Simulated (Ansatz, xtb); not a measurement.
Two structures of CH4BLi

Structure X: `[Li][BH]C`, a singlet. Structure Y: a triplet given by its coordinates. Both are isolated molecules in the gas phase, relaxed with PBE0-D4/def2-TZVP.

X (Å):

| atom | x (Å) | y (Å) | z (Å) |
| --- | --- | --- | --- |
| C | 0.6087 | 0.4795 | 0.2808 |
| B | -0.1445 | -0.6726 | -0.4744 |
| Li | -1.7203 | -2.0301 | 0.2607 |
| H | 0.1893 | -0.7216 | -1.6441 |
| H | 0.5468 | 0.4967 | 1.3706 |
| H | 0.0778 | 1.3818 | -0.0779 |
| H | 1.6517 | 0.6259 | -0.0270 |

Y (Å):

```xyz
7

C     0.4564    0.3236    0.2491
B    -0.0890   -0.6469   -0.9014
Li   -1.0494   -1.2931    0.7362
H     0.1394   -0.7181   -2.0662
H     0.0850    0.1915    1.2883
H     0.2298    1.3748    0.0270
H     1.5467    0.2468    0.3542
```

Close contacts (Å): C1–B2 1.60, C1–Li3 2.26, B2–Li3 2.01, C1–H5 1.11, C1–H6 1.10, C1–H7 1.10, B2–H4 1.19, Li3–H5 1.95.

Problem. Estimate which is lower in electronic energy at CCSD(T)/def2-TZVPP, and by roughly how much.

Solution. The CCSD(T)/def2-TZVPP calculation puts structure X lower, by 24.6 kcal/mol.

The same difference at several levels:

```
             level           geometry  E(Y) − E(X) (kcal/mol)  departure from the last row (kcal/mol)  job, with rough time for the two
 PBE0-D4/def2-TZVP  PBE0-D4/def2-TZVP                     +19.8                                    −4.8             optimisation, 3.1 min
     HF/def2-TZVPP  PBE0-D4/def2-TZVP                     +12.5                                   −12.1           part of the CCSD(T) run
    MP2/def2-TZVPP  PBE0-D4/def2-TZVP                     +22.5                                    −2.1           part of the CCSD(T) run
CCSD(T)/def2-TZVPP  PBE0-D4/def2-TZVP                     +24.6                                                        single point, 92 s
```

The levels shown agree on the order. The largest departure from CCSD(T)/def2-TZVPP is that of HF/def2-TZVPP, 12.1 kcal/mol. Levels run at GFN2-xTB geometries aren't shown. The triplet state of Y needn't be its ground state.

With harmonic frequencies from PBE0-D4/def2-TZVP (ideal gas, rigid rotor, one conformer each, 298.15 K, 1 atm): on the last row, ΔE + ΔZPE = +24.7, ΔH = +24.6, ΔG = +24.3 kcal/mol.

Open shells are spin-unrestricted. The correlated steps freeze 2 core orbitals; the last core shell of Li is correlated, in a basis made for valence electrons. ΔG holds the spin degeneracy. Mirror images aren't counted in ΔG. Run with Ansatz 0.2.0; the last row on 2 threads of Intel(R) Xeon(R) Processor @ 2.50GHz (Skylake/Cascade Lake) on a shared host.
